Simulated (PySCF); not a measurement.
Consider `C/C=C(\F)CC` (C5H9F). Coordinates in Å; atoms count from 1 in this order:
```
C     2.5254    0.2051    0.6348
C     1.0902   -0.1358    0.8572
C     0.1684   -0.2901   -0.0953
F     0.5169   -0.1287   -1.3930
C    -1.2751   -0.6228    0.0626
C    -2.2098    0.4803   -0.4271
H     2.7593    0.2857   -0.4351
H     3.1876   -0.5583    1.0748
H     2.7837    1.1640    1.1138
H     0.7422   -0.2741    1.8848
H    -1.4602   -0.8430    1.1245
H    -1.4777   -1.5549   -0.4939
H    -2.0279    0.7145   -1.4862
H    -3.2619    0.1749   -0.3257
H    -2.0660    1.4051    0.1521
```

These are calculated values, PBE0-D3(BJ)/ma-def2-TZVP in PySCF (grid level 2) at geometries from PBE0-D3(BJ)/ma-def2-SVP. The prefix ma- adds one diffuse s and one diffuse p function on all atoms but H. Thermal corrections: GFN2-xTB frequencies, unscaled, ideal gas at 298.15 K and 1 bar, quasi-RRHO entropy. These were taken at the GFN2-xTB minima.

Rank these of its positions by gas-phase deprotonation enthalpy, most acidic first.
A. C1 (allylic carbon)
B. C6 (methyl carbon)
C. C5 (allylic carbon)

C (1610 kJ/mol), A (1626 kJ/mol), B (1710 kJ/mol).

For C1 (allylic carbon), what are ΔE (electronic) and ΔG(298 K) of the loss of the proton?

ΔE = 1661 and ΔG = 1595 kJ/mol, beside ΔH = 1626 kJ/mol. The product is `[CH2-]C=C(F)CC`.

Of those listed, which site of deprotonation is favoured in ethanol (IEF-PCM), and by how much?

C5 (allylic carbon), by 14 kJ/mol over C1 (allylic carbon); the gas phase favours the same one.

Note: C2 is not listed: the run failed or kept an imaginary mode, or the ion rearranged or equalled another.
